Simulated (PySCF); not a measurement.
## How methods differ on the ionisation energy of Cl

Cl [Ne] 3s2 3p5 (2P) → Cl⁺ [Ne] 3s2 3p4 (3P), as a difference of total energies. Calculation: PySCF 2.14, in aug-cc-pVDZ-DK (5s4p2d, 27 functions); scalar relativity by spin-free X2C-1e. Correlated levels: valence: [Ne] frozen. The calculations carry no spin-orbit coupling.

| method | ionisation energy (eV) | error (eV) |
| --- | --- | --- |
| UHF | 11.811 | -1.163 |
| MP2 (valence) | 12.590 | -0.384 |
| SCS-MP2 (valence) | 12.563 | -0.411 |
| CCSD (valence) | 12.536 | -0.438 |
| CCSD(T) (valence) | 12.557 | -0.417 |
| CCSDT (valence) | 12.558 | -0.416 |

Reference: 12.974 eV (measured; NIST levels, between the centres of gravity of the two terms).

Errors of the correlated levels include the incompleteness of this basis and the frozen core.
